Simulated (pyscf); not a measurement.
HO–SiH₂–O–Zn–Cl (SMILES O[SiH2][O][Zn][Cl]) + H₂ (SMILES [H][H]) → HO–SiH₃ (SMILES O[SiH3]) + HO–Zn–Cl (SMILES [OH][Zn][Cl]) (multi-bond step; singlet surface; O–Zn, H–H, O–Si broken, H–O, O–Zn, H–Si formed). PySCF, gas phase, ωB97X-D3(BJ)/def2-SVP geometries. Energies in eV from the separated reactants.

| level | barrier | reaction energy |
|---|---|---|
| ωB97X-D3(BJ)/def2-TZVP | 1.60 | +1.36 |
| B3LYP-D3(BJ)/def2-TZVP | 1.62 | +1.20 |
| PBE0-D3(BJ)/def2-TZVP | 1.42 | +1.18 |
| M06-2X/def2-TZVP | 1.62 | +1.48 |
| ωB97M-D3(BJ)/def2-TZVP | 1.58 | +1.23 |
| HF/def2-TZVP | 2.17 | +1.20 |

The functionals in the table span 0.20 eV in this barrier, from PBE0-D3(BJ) to M06-2X. On the reactant side the descent ends in an adduct with a O–Zn, Si–Zn contact (not fully relaxed), 0.04 eV under the separated species and 1.64 eV under the saddle at ωB97X-D3(BJ)/def2-TZVP. On the product side the descent ends in an adduct with a O–Zn, O–Si contact, 0.82 eV under the separated species and 1.07 eV under the saddle at ωB97X-D3(BJ)/def2-TZVP. What is counted as formed (O–Zn) is already present as a longer contact in the reactant adduct; forming that adduct is a step of its own. What is counted as broken (O–Zn, O–Si) persists as a longer contact in the product adduct; parting that adduct is a step of its own. At the saddle there is also a short H–Si contact that neither side keeps. HO–SiH₂–O–Zn–Cl is closed by a dative O–Zn, Si–Zn contact. This is the saddle that the search found; another between the same sides may lie lower. Elements up to Kr have no core potential and no relativistic terms here.
